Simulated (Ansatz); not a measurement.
Species, as SMILES: O=[O+][O-].
Atoms: O1, O2, O3. Bonds: O1-O2, O2-O3.

Basis-set convergence of the lowest harmonic wavenumber at PBE with Ansatz (a first-principles code). Each level at its own minimum, finite differences of forces, unscaled; the reference is a large set that could be run, not a limit. Cartesian d functions, on some or all atoms, in 6-31G**, 6-31+G*; all else is spherical. The program fits the integrals of some runs and decomposes those of others, by size. No added dispersion term, no relativity. Reference: the value in def2-QZVPP, 715 cm⁻¹, itself unsure by roughly 2 cm⁻¹ (its mean distance from cc-pVQZ, aug-pcseg-2, aug-cc-pVTZ). Deviations are taken from unrounded values.

| basis | functions |
|---|---|
| STO-3G | 15 |
| 3-21G | 27 |
| 6-31G | 27 |
| 6-31G** | 45 |
| 6-311G** | 54 |
| 6-31+G* | 57 |
| 6-311+G** | 66 |
| 6-311++G(2d,2p) | 81 |
| 6-311++G(3df,3pd) | 117 |

Q: Which is the smallest Pople set listed that can be trusted to 50 cm⁻¹ here, that is, within that of the reference together with its larger relatives (same family, alike in diffuse functions; a set with none to test it counts only in the reference's own line)?

A: The smallest set listed that lies within 50 cm⁻¹ of the reference with all its larger relatives (same family, alike in diffuse functions; a set with none counts only in the reference's own line) is 6-31G** (45 functions, -12 cm⁻¹ off). Value minus reference: STO-3G -118, 3-21G -171, 6-31G -111, 6-31G** -12, 6-311G** -2, 6-31+G* -14, 6-311+G** -2, 6-311++G(2d,2p) -5, 6-311++G(3df,3pd) 4 cm⁻¹.
